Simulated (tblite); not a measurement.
# BF3N2: the cost of one run

Programs: tblite 0.8.0 and PySCF 2.14.0. All values are calculated, for the isolated system unless a continuum is named. Atoms count from 0, parts from 1.

## 1. Starting point

6 atoms, charge 0, multiplicity 1; geometry: rigid parts in contact. Parts: 1 = atoms 0–3, `FB(F)F`, charge 0; 2 = atoms 4–5, `N#N`, charge 0.

## 2. Search for minima with GFN2-xTB

What the job is given:

```
{"job": {"kind": "dock", "xc": "GFN2-xTB", "basis": "xTB"}, "charge": 0, "multiplicity": 1, "parts": [{"atoms": "0-3", "charge": 0, "multiplicity": 1}, {"atoms": "4-5", "charge": 0, "multiplicity": 1}]}
F     -0.878082    -0.934217     0.218070
B     -0.000035    -0.000151    -0.000007
F      0.061157     0.576054    -1.164114
F      0.816960     0.358314     0.946050
N      2.034858     2.595728     0.370530
N      3.025744     2.246562     0.050701
```

Level: GFN2-xTB search for minima from random contacts, gas phase.

On the command line:

```bash
OMP_NUM_THREADS=1 python cluster_run.py task.json out
```

The driver reads the jobs from task.json and runs them one after another.

**Question.** How long does this first job take on 1 thread of AMD EPYC 7R43, shared host?

About 7.9 s.
